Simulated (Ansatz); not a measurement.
bcc Ta: LDA at its full settings (plane-wave cutoff 520 eV, 24×24×24 k mesh, Fermi–Dirac smearing 0.05 eV, scalar-relativistic PAW data made under PBE) and at cheaper ones, in a cell of 1 atom with Γ-centred meshes.

```json
[
 {"level and setting": "LDA (Ansatz)", "lattice constant a (Å)": "3.253", "bulk modulus (GPa)": "220"},
 {"level and setting": "LDA (250 eV cutoff) (Ansatz)", "lattice constant a (Å)": "(withheld)", "bulk modulus (GPa)": "218"},
 {"level and setting": "LDA (Γ point alone) (Ansatz)", "lattice constant a (Å)": "3.612", "bulk modulus (GPa)": "186"},
 {"level and setting": "LDA (2×2×2 k mesh) (Ansatz)", "lattice constant a (Å)": "3.105", "bulk modulus (GPa)": "279"},
 {"level and setting": "LDA (4×4×4 k mesh) (Ansatz)", "lattice constant a (Å)": "3.261", "bulk modulus (GPa)": "239"}
]
```

**Question.** Fill in the missing entries.

**Answer.** 
- LDA (250 eV cutoff) (Ansatz, a program for electronic structure), lattice constant a (Å): 3.255

Largest shifts from the full settings: lattice constant a +11.0 % (LDA (Γ point alone)), against a difference of -1.39 % of the full result from the reference 3.299 Å (measured, static lattice: zero-point anharmonic expansion removed; as tabulated in Mejia-Rodriguez and Trickey (2018), arXiv:1807.09216); bulk modulus +27 % (LDA (2×2×2 k mesh)), against a difference of +11.1 % of the full result from the reference 198 GPa (measured, corrected for temperature and zero-point phonon effects, sources range from 194 to 203; as tabulated in Levämäki et al. (2014), arXiv:1402.3671).

Ansatz's density-functional and Hartree–Fock values are scalar-relativistic unless marked +SOC, with PAW data made under PBE.

Run with cheap settings on purpose, which may leave them unconverged: LDA (250 eV cutoff), LDA (2×2×2 k mesh), LDA (4×4×4 k mesh), LDA (Γ point alone).
